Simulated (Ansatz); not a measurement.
## Worked example: the enthalpy of C2H2O → C2HO + H

Species: C2H2O (ethenone) `C=C=O`, singlet; C2HO (ethynyloxy radical) `C#C[O]`, doublet; H atom, doublet. 

Shapes, held fixed at every level: PBE0-D4/def2-TZVP. Programs: Ansatz 0.2.0. The zero-point and thermal terms to 298 K, harmonic and unscaled (5/2 RT less the spin-orbit lowering for atoms, PBE0-D4/def2-TZVP), stand in the table.

At B3LYP-D4/def2-TZVPP; 1 Eh = 2625.50 kJ/mol:

```
species  energy (Eh)  H(298 K) − E (kJ/mol)  tabulated ΔfH (kJ/mol)
  C2H2O  -152.673259                   95.0                   -48.6
   C2HO  -151.995014                   61.3                  +178.0
      H    -0.502154                    6.2                  +218.0
```

Q: Work out the reaction enthalpy at 298 K from the calculation and from the table of heats.

A: 
1. Electronic: (-151.995014) + (-0.502154) − [(-152.673259)] = 0.176091 Eh = +462.3 kJ/mol.
2. Zero-point and thermal: (61.3) + (6.2) − [(95.0)] = -27.5 kJ/mol.
3. Computed ΔH = +434.8 kJ/mol.
4. From the heats of formation (Active Thermochemical Tables, tabulated atomic heats): (178.0) + (218.0) − [(-48.6)] = +444.6 kJ/mol.
5. Computed less tabulated: -9.8 kJ/mol. Tabulated heats carry uncertainties of their own.

Open shells run unrestricted unless RO is named.
